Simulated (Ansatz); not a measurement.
We consider fcc Cu, described by LDA (Ansatz, a program for electronic structure, plane waves, PAW).

Run with plane-wave cutoff 520 eV, 18×18×18 k mesh, Fermi–Dirac smearing 0.1 eV, perturbation theory, force constants from a 6×6×6 q mesh, no spin polarisation, scalar-relativistic PAW data made under PBE.

Quasi-harmonic isothermal bulk modulus against temperature at zero pressure (zero-point motion included); the last value is withheld.

```json
[
 {"T (K)": "300", "isothermal bulk modulus (GPa)": "175.5"},
 {"T (K)": "400", "isothermal bulk modulus (GPa)": "171.1"},
 {"T (K)": "500", "isothermal bulk modulus (GPa)": "166.6"},
 {"T (K)": "600", "isothermal bulk modulus (GPa)": "162.0"},
 {"T (K)": "700", "isothermal bulk modulus (GPa)": "157.3"},
 {"T (K)": "800", "isothermal bulk modulus (GPa)": "?"}
]
```

Problem. Fit a straight line to the rows shown and predict the value at 800 K.

Solution. Means: 500 K and 166.50 GPa. Σ(T − T̄)(y − ȳ) = -4550.0 and Σ(T − T̄)² = 100000, so the slope is -0.0455 GPa/K. At 800 K: 166.50 + (-0.0455) × 300 = 152.8 GPa. The run gives 152.5 GPa.

Anharmonicity beyond the change of volume is left out, and so is the electrons' share.
